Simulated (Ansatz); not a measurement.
```xyz
4

C    -0.0799   -0.0294    0.0171
H     1.0908    0.0470   -0.0678
H    -0.5421    0.9893    0.0517
H    -0.5300   -0.9211   -0.0060
```

UHF on doublet CH3 was run in several spherical basis sets with Ansatz (development build ahead of 0.2.0).

Problem. Rank the basis sets by the total energy that they give, lowest first, with the distance from the lowest.
A. def2-SVP
B. STO-3G
C. 6-31G
D. cc-pVDZ
E. aug-cc-pVDZ

Solution. E (0.00 eV), D (0.06 eV), C (0.53 eV), A (0.90 eV), B (13.42 eV).

Totals follow the description of the cores as much as that of the bonds, so this order isn't one of quality for chemistry.
